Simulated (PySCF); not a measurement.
Job file and geometry (Å, from GFN2-xTB) of an NMR shielding run on `O=P(O)(O)O`, H₃O₄P, PySCF 2.14.0, density-fitted response routines, GIAO PBE0/pcSseg-1 NMR shielding, non-relativistic, gas phase; density fitting, a coarse starting grid and PySCF grid level 2 are the driver's defaults:

```
{"job": {"kind": "nmr", "xc": "PBE0", "basis": "pcSseg-1"}, "charge": 0, "multiplicity": 1}
O      0.588595    -0.224592     1.621823
P      0.009024    -0.105934     0.290964
O     -0.541548     1.349156    -0.088589
O      1.036008    -0.431537    -0.901097
O     -1.231517    -1.029255    -0.025024
H     -0.161588     1.993579     0.504365
H      1.875176    -0.682864    -0.521588
H     -1.565094    -0.859142    -0.905418
```

Task: What does the program print?

Result: 
```
coarse grid: 7832 points
cycle   1  E = -643.3348662120  dE =  1.263e+00  |g| = 1.244e+00  |ddm| = 2.791e+00
cycle   2  E = -643.0211200079  dE =  3.137e-01  |g| = 1.810e+00  |ddm| = 1.846e+00
cycle   3  E = -643.5868698736  dE = -5.657e-01  |g| = 2.791e-01  |ddm| = 1.261e+00
cycle   4  E = -643.6004878162  dE = -1.362e-02  |g| = 5.569e-02  |ddm| = 1.907e-01
cycle   5  E = -643.6009713839  dE = -4.836e-04  |g| = 1.086e-02  |ddm| = 3.454e-02
cycle   6  E = -643.6009947380  dE = -2.335e-05  |g| = 2.758e-03  |ddm| = 1.110e-02
cycle   7  E = -643.6009958472  dE = -1.109e-06  |g| = 1.033e-03  |ddm| = 1.872e-03
final grid: 72880 points
cycle   8  E = -643.6700318108  dE = -1.810e-05  |g| = 7.990e-03  |ddm| = 1.230e-02
cycle   9  E = -643.6700205966  dE =  1.121e-05  |g| = 1.132e-02  |ddm| = 1.019e-02
cycle  10  E = -643.6700413985  dE = -2.080e-05  |g| = 1.451e-03  |ddm| = 6.784e-03
cycle  11  E = -643.6700417587  dE = -3.602e-07  |g| = 2.795e-04  |ddm| = 9.863e-04
cycle  12  E = -643.6700417708  dE = -1.209e-08  |g| = 7.263e-05  |ddm| = 2.055e-04
cycle  13  E = -643.6700417717  dE = -9.103e-10  |g| = 2.155e-05  |ddm| = 5.906e-05
converged SCF energy = -643.6700417717

GIAO shielding tensors (ppm)
atom      isotropic    diamagn.    paramagn.     s11        s22        s33       span
  0 O      194.377     396.762    -202.385    166.103    175.150    241.878     75.774
  1 P      318.375     966.168    -647.792    237.968    255.992    461.166    223.198
  2 O      227.109     392.496    -165.386    187.457    189.720    304.150    116.694
  3 O      224.362     392.664    -168.302    181.364    185.327    306.394    125.030
  4 O      237.991     389.953    -151.961    195.988    229.530    288.456     92.468
  5 H       28.525      31.179      -2.655     21.360     23.769     40.445     19.085
  6 H       28.433      31.263      -2.830     21.263     23.988     40.049     18.786
  7 H       28.588      31.343      -2.755     21.220     24.348     40.195     18.975
```

Size and cost of the density-fitted run: 107 basis functions, of the order of 6 core-seconds.
